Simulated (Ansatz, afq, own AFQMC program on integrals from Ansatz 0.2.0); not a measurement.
# BH4+ (triplet): AFQMC on the coupled-cluster ladder at scale of all distances = 1.492, cc-pVDZ, part 1 of 2

Aim: compute BH4+ (triplet) with auxiliary-field quantum Monte Carlo on the same integrals as coupled cluster, and set the energies side by side.

Program: Ansatz 0.2.0, Gaussian basis, and an in-house AFQMC program (afq) on its integrals; all values are calculated. Level of theory: cc-pVDZ, frozen cores. These are calculated values, not measurements.

Plan: Full CI; PBE (unrestricted); r2SCAN (unrestricted); PBE0 (unrestricted); B3LYP (unrestricted); wB97M-V (unrestricted); B2PLYP (unrestricted); CCSD(T) on UHF; Full CI; Full CI (quintet); CCSDT(Q) on UHF; CCSDTQ on UHF; Phaseless AFQMC, CISD trial on UHF; CCSD(T) on ROHF; Full CI; CCSDT(Q) on ROHF; CCSDTQ on ROHF; Phaseless AFQMC, CISD trial on ROHF; Phaseless AFQMC, CISD trial on ROHF.

23 further runs of the same task are left out: 8 that didn't finish, 15 set aside as unsound or not needed.

## Step 1: The geometry

The geometry derives from a PBE0/def2-TZVP stationary point (not a proven minimum). All distances are scaled together.

5 atoms, charge 1, spin multiplicity 3.

Atoms are counted from 1 here; the program's logs count them from 0.

No contacts short enough for the rule that draws bonds.

## Step 2: Full CI

File in.yaml:

```yaml
crystal:
  periodic: [false, false, false]
  atoms:
    - {symbol: B, position_ang: [0.000000, 0.000000, 0.000000]}
    - {symbol: H, position_ang: [0.704932, 0.725552, 1.577498]}
    - {symbol: H, position_ang: [-0.724800, -0.702559, 1.578902]}
    - {symbol: H, position_ang: [-0.704094, 0.703332, -1.587902]}
    - {symbol: H, position_ang: [0.723961, -0.726325, -1.568498]}
basis:
  gaussian: {orbitals: cc-pVDZ}
total_charge: 1
magnetization: {spin_polarized: false, initial_magnetization: 2}
correlation: {method: fci, electrons: outside_noble_gas}
```

On the command line:

```console
ansatz run in.yaml --threads 1 --pin off --events-out ev --progress --plain --max-ram 24576MiB --backend cuda --devices 0, --max-vram 18GiB
```

Output:

```text
Functional definition: HF
  name "HF"
  cite "Fock, Z. Phys. 61, 126 (1930) doi:10.1007/BF01340294"
  parent pbe
  exchange = exact_x
  correlation = 0
636 factors; integrals over basis functions are off by at most 1.2e-7 eV
mean field evaluation 1: about -714.0642 eV, gradient 7.2e0 eV
mean field evaluation 2: about -714.0652 eV, gradient 7.2e0 eV
mean field evaluation 4: about -714.5810 eV, gradient 7.9e-1 eV
mean field evaluation 8: about -714.5884 eV, gradient 5.9e-4 eV
mean field evaluation 16: about -714.5867 eV, gradient 6.5e-2 eV
mean field -714.58835835 eV, -26.2606378039 hartree, gradient 7.9e-7 eV, S^2 2.000000; 2 other end points of the search recorded, 0 dependent functions left out
mean field evaluation 32: about -714.1963 eV, gradient 6.2e0 eV
1 core orbitals not correlated: weight in the atoms' cores, before any rotation towards them, 1.000 or more for the frozen orbitals, at most 0.000 for the correlated occupied ones
reference -714.58835835 eV, -26.2606378039 hartree; 4, 2 occupied and 29, 31 virtual orbitals, 636 factors
state -718.73418427 eV, -26.4129940963 hartree
Total energy: -718.73418427 eV, -26.4129940963 hartree
```

Run time: 31 s. Hardware: 1 × NVIDIA H100 80GB HBM3 with 1 thread of AMD EPYC 7R13 (Zen 3), shared host; peak host memory 1.5 GiB.

From the report: 7,441,080 determinants, symmetry A2.

## Step 3: PBE (unrestricted)

in.yaml: that of step 2 with these lines changed.

```diff
@@ -11,3 +11,4 @@
 total_charge: 1
-magnetization: {spin_polarized: false, initial_magnetization: 2}
-correlation: {method: fci, electrons: outside_noble_gas}
+magnetization: {spin_polarized: true, initial_magnetization: 2}
+hamiltonian: {xc: {name: PBE}}
+output: {orbitals: {seedname: orbitals}}
```

On the command line:

```console
ansatz run in.yaml --threads 1 --pin off --events-out ev --progress --plain --max-ram 8192MiB --backend cpu
```

Output:

```text
Functional definition: PBE
  name "PBE"
  cite "Perdew, Burke & Ernzerhof, Phys. Rev. Lett. 77, 3865 (1996) doi:10.1103/PhysRevLett.77.3865"
  parent pbe
  parameter kappa = 0.804
  parameter beta = 0.06672455060314922
  exchange = pbe_x(kappa = kappa, mu = beta*pi^2/3)
  correlation = pbe_c(beta = beta)
386 factors; their error is unknown
mean field evaluation 1: about -718.0359 eV, gradient 1.6e1 eV
mean field evaluation 2: about -712.8737 eV, gradient 2.4e1 eV
mean field evaluation 4: about -720.4230 eV, gradient 2.3e-1 eV
mean field evaluation 8: about -720.3996 eV, gradient 1.5e-1 eV
mean field -720.39981712 eV, -26.4742049746 hartree, gradient 4.8e-5 eV, S^2 2.013699; 0 other end points of the search recorded, 0 dependent functions left out
reference -720.39984770 eV, -26.4742060983 hartree; 5, 3 occupied and 29, 31 virtual orbitals, 386 factors
Total energy: -720.39984770 eV, -26.4742060983 hartree
```

Wall time 0.36 s (1 thread of AMD EPYC 7R13 (Zen 3), shared host); peak memory 1.5 GiB.

From the report: ⟨S²⟩ of the determinant 2.014 (pure triplet: 2.00).

## Step 4: r2SCAN (unrestricted)

in.yaml: that of step 3 with these lines changed.

```diff
@@ -12,3 +12,2 @@
 magnetization: {spin_polarized: true, initial_magnetization: 2}
-hamiltonian: {xc: {name: PBE}}
-output: {orbitals: {seedname: orbitals}}
+hamiltonian: {xc: {name: r2SCAN}}
```

The command is unchanged.

Output:

```text
Functional definition: r2SCAN
  name "r2SCAN"
  cite "Furness, Kaplan, Ning, Perdew & Sun, J. Phys. Chem. Lett. 11, 8208 (2020) doi:10.1021/acs.jpclett.0c02405"
  cite "Furness, Kaplan, Ning, Perdew & Sun, J. Phys. Chem. Lett. 11, 9248 (2020) doi:10.1021/acs.jpclett.0c03077"
  parent r2scan
  parameter k0 = 0.174
  parameter k1 = 0.065
  parameter a1 = 4.9479
  exchange = r2scan_x(k0 = k0, k1 = k1, a1 = a1)
  correlation = r2scan_c
386 factors; their error is unknown
mean field evaluation 1: about -719.2922 eV, gradient 1.3e1 eV
mean field evaluation 2: about -716.8104 eV, gradient 1.9e1 eV
mean field evaluation 4: about -720.9686 eV, gradient 4.1e-1 eV
mean field evaluation 8: about -720.9515 eV, gradient 1.5e-1 eV
mean field evaluation 16: about -720.9517 eV, gradient 3.1e-5 eV
mean field -720.95173833 eV, -26.4944877051 hartree, gradient 3.0e-5 eV, S^2 2.032346; 1 other end points of the search recorded, 0 dependent functions left out
reference -720.95174895 eV, -26.4944880953 hartree; 5, 3 occupied and 29, 31 virtual orbitals, 386 factors
Total energy: -720.95174895 eV, -26.4944880953 hartree
```

Wall time 0.88 s (1 thread of AMD EPYC 7R13 (Zen 3), shared host); peak memory 1.5 GiB.

From the report: ⟨S²⟩ of the determinant 2.032 (pure triplet: 2.00).

## Step 5: PBE0 (unrestricted)

in.yaml: that of step 4 with these lines changed.

```diff
@@ -12,2 +12,3 @@
 magnetization: {spin_polarized: true, initial_magnetization: 2}
-hamiltonian: {xc: {name: r2SCAN}}
+hamiltonian: {xc: {name: PBE0}}
+output: {orbitals: {seedname: orbitals}}
```

Same command.

Output:

```text
Functional definition: PBE0
  name "PBE0"
  cite "Adamo & Barone, J. Chem. Phys. 110, 6158 (1999) doi:10.1063/1.478522"
  cite "Perdew, Burke & Ernzerhof, Phys. Rev. Lett. 77, 3865 (1996) doi:10.1103/PhysRevLett.77.3865"
  parent pbe
  parameter a = 0.25
  parameter kappa = 0.804
  parameter beta = 0.06672455060314922
  exchange = (1 - a)*pbe_x(kappa = kappa, mu = beta*pi^2/3) + a*exact_x
  correlation = pbe_c(beta = beta)
386 factors; their error is unknown
mean field evaluation 1: about -719.1028 eV, gradient 1.1e1 eV
mean field evaluation 2: about -718.6313 eV, gradient 1.2e1 eV
mean field evaluation 4: about -720.2131 eV, gradient 3.5e-1 eV
mean field evaluation 8: about -720.2004 eV, gradient 1.2e-3 eV
mean field evaluation 16: about -719.9718 eV, gradient 1.5e0 eV
mean field -720.20042920 eV, -26.4668776038 hartree, gradient 1.3e-6 eV, S^2 2.028344; 1 other end points of the search recorded, 0 dependent functions left out
reference -720.20045216 eV, -26.4668784476 hartree; 5, 3 occupied and 29, 31 virtual orbitals, 386 factors
Total energy: -720.20045216 eV, -26.4668784476 hartree
```

It took 0.39 s on 1 thread of AMD EPYC 7R13 (Zen 3), shared host; peak memory 1.5 GiB.

From the report: ⟨S²⟩ of the determinant 2.028 (pure triplet: 2.00).

## Step 6: B3LYP (unrestricted)

in.yaml: that of step 5 with these lines changed.

```diff
@@ -12,3 +12,2 @@
 magnetization: {spin_polarized: true, initial_magnetization: 2}
-hamiltonian: {xc: {name: PBE0}}
-output: {orbitals: {seedname: orbitals}}
+hamiltonian: {xc: {name: B3LYP}}
```

The command is unchanged.

Output:

```text
Functional definition: B3LYP
  name "B3LYP"
  cite "Stephens, Devlin, Chabalowski & Frisch, J. Phys. Chem. 98, 11623 (1994) doi:10.1021/j100096a001"
  cite "Becke, Phys. Rev. A 38, 3098 (1988) doi:10.1103/PhysRevA.38.3098"
  cite "Lee, Yang & Parr, Phys. Rev. B 37, 785 (1988) doi:10.1103/PhysRevB.37.785"
  cite "Vosko, Wilk & Nusair, Can. J. Phys. 58, 1200 (1980) doi:10.1139/p80-159"
  parameter a0 = 0.2
  parameter ax = 0.72
  parameter ac = 0.81
  exchange = (1 - a0 - ax)*slater_x + ax*b88_x + a0*exact_x
  correlation = (1 - ac)*vwn_rpa_c + ac*lyp_c
386 factors; their error is unknown
mean field evaluation 1: about -720.4563 eV, gradient 1.2e1 eV
mean field evaluation 2: about -719.4758 eV, gradient 1.5e1 eV
mean field evaluation 4: about -721.7433 eV, gradient 3.3e-1 eV
mean field evaluation 8: about -721.7281 eV, gradient 2.3e-3 eV
mean field -721.72809295 eV, -26.5230182112 hartree, gradient 7.5e-6 eV, S^2 2.025502; 0 other end points of the search recorded, 0 dependent functions left out
reference -721.72828743 eV, -26.5230253581 hartree; 5, 3 occupied and 29, 31 virtual orbitals, 386 factors
Total energy: -721.72828743 eV, -26.5230253581 hartree
```

Wall time 0.36 s (1 thread of AMD EPYC 7R13 (Zen 3), shared host); peak memory 1.5 GiB.

From the report: ⟨S²⟩ of the determinant 2.026 (pure triplet: 2.00).

## Step 7: wB97M-V (unrestricted)

in.yaml: that of step 6 with these lines changed.

```diff
@@ -12,2 +12,3 @@
 magnetization: {spin_polarized: true, initial_magnetization: 2}
-hamiltonian: {xc: {name: B3LYP}}
+hamiltonian: {xc: {name: wB97M-V}}
+output: {orbitals: {seedname: orbitals}}
```

Same command.

Output, shortened:

```text
Functional definition: wB97M-V
  name "wB97M-V"
  cite "Mardirossian & Head-Gordon, J. Chem. Phys. 144, 214110 (2016) doi:10.1063/1.4952647"
  cite "Becke, J. Chem. Phys. 107, 8554 (1997) doi:10.1063/1.475007"
  cite "Vydrov & Van Voorhis, J. Chem. Phys. 133, 244103 (2010) doi:10.1063/1.3521275"
  # Of w^i u^j: cxij and so on, Table III.
[...]
  gx(w, u) = 1 - cx + cx01*u + cx10*w
  gss(w, u) = css00 + css04*u^4 + css10*w + css20*w^2 + css43*w^4*u^3
  gos(w, u) = cos00 + cos10*w + (cos20 + cos21*u)*w^2 + (cos60 + cos61*u)*w^6
[...]
      + integral(e_c_pw_mod_opposite_spin*gos(b97_w_opposite, b97_u_opposite)) + vv10(b, c)
386 factors; their error is unknown
126 factors; integrals over basis functions are off by at most 2.0e-5 eV
[...]
mean field -720.20409935 eV, -26.4670124793 hartree, gradient 7.0e-5 eV, S^2 2.019393; 0 other end points of the search recorded, 0 dependent functions left out
reference -720.20413247 eV, -26.4670136963 hartree; 5, 3 occupied and 29, 31 virtual orbitals, 386 factors
Total energy: -720.20413247 eV, -26.4670136963 hartree
```

Run time: 1.3 s. Hardware: 1 thread of AMD EPYC 7R13 (Zen 3), shared host; peak memory 1.5 GiB.

From the report: ⟨S²⟩ of the determinant 2.019 (pure triplet: 2.00).

## Step 8: B2PLYP (unrestricted)

in.yaml: that of step 7 with these lines changed.

```diff
@@ -12,3 +12,3 @@
 magnetization: {spin_polarized: true, initial_magnetization: 2}
-hamiltonian: {xc: {name: wB97M-V}}
-output: {orbitals: {seedname: orbitals}}
+hamiltonian: {xc: {name: B2PLYP}}
+correlation: {electrons: outside_noble_gas}
```

Same command.

Output, shortened:

```text
Functional definition: B2PLYP
  name "B2PLYP"
  cite "Grimme, J. Chem. Phys. 124, 034108 (2006) doi:10.1063/1.2148954"
  cite "Becke, Phys. Rev. A 38, 3098 (1988) doi:10.1103/PhysRevA.38.3098"
  cite "Lee, Yang & Parr, Phys. Rev. B 37, 785 (1988) doi:10.1103/PhysRevB.37.785"
[...]
319 factors; integrals over basis functions are off by at most 1.1e-3 eV
[...]
mean field -719.15340503 eV, -26.4284001752 hartree, gradient 3.2e-6 eV, S^2 2.069833; 2 other end points of the search recorded, 0 dependent functions left out
1 core orbitals not correlated: weight in the atoms' cores, before any rotation towards them, 1.000 or more for the frozen orbitals, at most 0.000 for the correlated occupied ones
reference -719.15352916 eV, -26.4284047370 hartree; 4, 2 occupied and 29, 31 virtual orbitals, 319 factors
second order -3.21324893 eV of doubles, -0.00000000 eV of singles
Total energy: -720.02110638 eV, -26.4602876115 hartree
```

Run time: 0.54 s. Hardware: 1 thread of AMD EPYC 7R13 (Zen 3), shared host; peak memory 1.5 GiB.

From the report: ⟨S²⟩ of the determinant 2.070 (pure triplet: 2.00).

## Step 9: CCSD(T) on UHF

in.yaml: that of step 8 with these lines changed.

```diff
@@ -12,3 +12,2 @@
 magnetization: {spin_polarized: true, initial_magnetization: 2}
-hamiltonian: {xc: {name: B2PLYP}}
-correlation: {electrons: outside_noble_gas}
+correlation: {method: ccsd_t, electrons: outside_noble_gas, hamiltonian_folder: ham}
```

On the command line:

```console
ansatz run in.yaml --threads 1 --pin off --events-out ev --progress --plain --max-ram 24576MiB --backend cuda --devices 0, --max-vram 18GiB
```

Output, shortened:

```text
Functional definition: HF
  name "HF"
  cite "Fock, Z. Phys. 61, 126 (1930) doi:10.1007/BF01340294"
  parent pbe
[...]
319 factors; integrals over basis functions are off by at most 1.1e-3 eV
[...]
mean field -715.19340249 eV, -26.2828727662 hartree, gradient 1.0e-6 eV, S^2 2.244788; 4 other end points of the search recorded, 0 dependent functions left out
determinant -715.19340249 eV, -26.2828727662 hartree, with singles and doubles -718.54831966 eV, -26.4061636980 hartree
determinant -713.31500986 eV, -26.2138431102 hartree, with singles and doubles -716.07252256 eV, -26.3151798327 hartree
determinant -711.93964093 eV, -26.1632992342 hartree, with singles and doubles -716.61735332 eV, -26.3352019937 hartree
1 core orbitals not correlated: weight in the atoms' cores, before any rotation towards them, 1.000 or more for the frozen orbitals, at most 0.000 for the correlated occupied ones
reference -715.19340249 eV, -26.2828727662 hartree; 4, 2 occupied and 29, 31 virtual orbitals, 319 factors
second order -1.97690582 eV of doubles, -0.00000000 eV of singles
cycle   1  -3.31308085 eV  change   -1.2e-1 eV  update   2.2e-2
[...]
cycle  11  -3.32577850 eV  change    6.1e-6 eV  update   3.4e-6
perturbative correction -0.13455913 eV, -0.0049449568 hartree
Total energy: -718.65374013 eV, -26.4100378288 hartree
```

It took 12 s on 1 × NVIDIA H100 80GB HBM3 with 1 thread of AMD EPYC 7R13 (Zen 3), shared host; peak host memory 1.5 GiB.

From the report: ⟨S²⟩ of the determinant 2.245 (pure triplet: 2.00); correlation -3.4603 eV; T1 0.078; largest double amplitude 0.13.

This run also writes the integrals to the folder ham.

## Step 10: Full CI

File in.yaml:

```yaml
hamiltonian:
  integrals:
    folder: ../ham
correlation: {method: fci}
```

The command is unchanged.

Output:

```text
Functional definition: HF
  name "HF"
  cite "Fock, Z. Phys. 61, 126 (1930) doi:10.1007/BF01340294"
  parent pbe
  exchange = exact_x
  correlation = 0
reference -715.19340249 eV, -26.2828727662 hartree; 4, 2 occupied and 29, 31 virtual orbitals, 319 factors
state -718.73422142 eV, -26.4129954617 hartree
Total energy: -718.73422142 eV, -26.4129954617 hartree
```

Wall time 29 s (1 × NVIDIA H100 80GB HBM3 with 1 thread of AMD EPYC 7R13 (Zen 3), shared host); peak host memory 1.5 GiB.

From the report: 5,405,800 determinants.

## Step 11: Full CI (quintet)

File in.yaml:

```yaml
crystal:
  periodic: [false, false, false]
  atoms:
    - {symbol: B, position_ang: [0.000000, 0.000000, 0.000000]}
    - {symbol: H, position_ang: [0.704932, 0.725552, 1.577498]}
    - {symbol: H, position_ang: [-0.724800, -0.702559, 1.578902]}
    - {symbol: H, position_ang: [-0.704094, 0.703332, -1.587902]}
    - {symbol: H, position_ang: [0.723961, -0.726325, -1.568498]}
basis:
  gaussian: {orbitals: cc-pVDZ}
total_charge: 1
magnetization: {spin_polarized: false, initial_magnetization: 4}
correlation: {method: fci, electrons: outside_noble_gas}
```

Launched as before.

Output, shortened:

```text
Functional definition: HF
  name "HF"
  cite "Fock, Z. Phys. 61, 126 (1930) doi:10.1007/BF01340294"
  parent pbe
[...]
636 factors; integrals over basis functions are off by at most 1.3e-7 eV
[...]
mean field -713.24833869 eV, -26.2113929896 hartree, gradient 6.4e-7 eV, S^2 6.000000; 0 other end points of the search recorded, 0 dependent functions left out
[...]
1 core orbitals not correlated: weight in the atoms' cores, before any rotation towards them, 1.000 or more for the frozen orbitals, at most 0.000 for the correlated occupied ones
reference -713.24833869 eV, -26.2113929896 hartree; 5, 1 occupied and 28, 32 virtual orbitals, 636 factors
state -715.82244759 eV, -26.3059897472 hartree
Total energy: -715.82244759 eV, -26.3059897472 hartree
```

It took 32 s on 1 × NVIDIA H100 80GB HBM3 with 1 thread of AMD EPYC 7R13 (Zen 3), shared host; peak host memory 1.5 GiB.

From the report: 1,962,166 determinants, symmetry A2.

## Step 12: CCSDT(Q) on UHF

in.yaml: that of step 11 with these lines changed.

```diff
@@ -11,3 +11,3 @@
 total_charge: 1
-magnetization: {spin_polarized: false, initial_magnetization: 4}
-correlation: {method: fci, electrons: outside_noble_gas}
+magnetization: {spin_polarized: true, initial_magnetization: 2}
+correlation: {method: ccsdt_q, electrons: outside_noble_gas}
```

Launched as before.

Output, shortened:

```text
Functional definition: HF
  name "HF"
  cite "Fock, Z. Phys. 61, 126 (1930) doi:10.1007/BF01340294"
  parent pbe
[...]
636 factors; integrals over basis functions are off by at most 1.2e-7 eV
[...]
mean field -715.19341823 eV, -26.2828733445 hartree, gradient 9.9e-7 eV, S^2 2.244791; 4 other end points of the search recorded, 0 dependent functions left out
determinant -715.19341823 eV, -26.2828733445 hartree, with singles and doubles -718.54834486 eV, -26.4061646240 hartree
determinant -713.31503803 eV, -26.2138441452 hartree, with singles and doubles -716.07254781 eV, -26.3151807605 hartree
determinant -711.93965098 eV, -26.1632996035 hartree, with singles and doubles -716.61737038 eV, -26.3352026207 hartree
1 core orbitals not correlated: weight in the atoms' cores, before any rotation towards them, 1.000 or more for the frozen orbitals, at most 0.000 for the correlated occupied ones
reference -715.19341823 eV, -26.2828733445 hartree; 4, 2 occupied and 29, 31 virtual orbitals, 636 factors
second order -1.97691945 eV of doubles, -0.00000000 eV of singles
cycle   1  -2.48065026 eV  change   -5.0e-1 eV  update   9.7e-2
[...]
cycle  20  -3.53590161 eV  change   -3.3e-7 eV  update   2.0e-7
perturbative correction -0.00611980 eV, -0.0002248984 hartree
Total energy: -718.73543964 eV, -26.4130402303 hartree
```

Wall time 22 s (1 × NVIDIA H100 80GB HBM3 with 1 thread of AMD EPYC 7R13 (Zen 3), shared host); peak host memory 1.5 GiB.

From the report: ⟨S²⟩ of the determinant 2.245 (pure triplet: 2.00); correlation -3.5420 eV; T1 0.081; largest double amplitude 0.16.

## Step 13: CCSDTQ on UHF

in.yaml: that of step 12 with these lines changed.

```diff
@@ -12,2 +12,2 @@
 magnetization: {spin_polarized: true, initial_magnetization: 2}
-correlation: {method: ccsdt_q, electrons: outside_noble_gas}
+correlation: {method: ccsdtq, electrons: outside_noble_gas}
```

Launched as before.

Output, shortened:

```text
Functional definition: HF
  name "HF"
  cite "Fock, Z. Phys. 61, 126 (1930) doi:10.1007/BF01340294"
  parent pbe
[...]
636 factors; integrals over basis functions are off by at most 1.2e-7 eV
[...]
mean field -715.19341823 eV, -26.2828733445 hartree, gradient 9.9e-7 eV, S^2 2.244791; 4 other end points of the search recorded, 0 dependent functions left out
determinant -715.19341823 eV, -26.2828733445 hartree, with singles and doubles -718.54834486 eV, -26.4061646240 hartree
determinant -713.31503803 eV, -26.2138441452 hartree, with singles and doubles -716.07254781 eV, -26.3151807605 hartree
determinant -711.93965098 eV, -26.1632996035 hartree, with singles and doubles -716.61737038 eV, -26.3352026207 hartree
1 core orbitals not correlated: weight in the atoms' cores, before any rotation towards them, 1.000 or more for the frozen orbitals, at most 0.000 for the correlated occupied ones
reference -715.19341823 eV, -26.2828733445 hartree; 4, 2 occupied and 29, 31 virtual orbitals, 636 factors
second order -1.97691945 eV of doubles, -0.00000000 eV of singles
cycle   1  -2.48065026 eV  change   -5.0e-1 eV  update   9.7e-2
[...]
cycle  22  -3.54089691 eV  change   -1.2e-7 eV  update   1.2e-7
Total energy: -718.73431515 eV, -26.4129989060 hartree
```

It took 27 s on 1 × NVIDIA H100 80GB HBM3 with 1 thread of AMD EPYC 7R13 (Zen 3), shared host; peak host memory 1.5 GiB.

From the report: ⟨S²⟩ of the determinant 2.245 (pure triplet: 2.00); correlation -3.5409 eV; T1 0.081; largest double amplitude 0.16.

(Continued in part 2 of 2.)
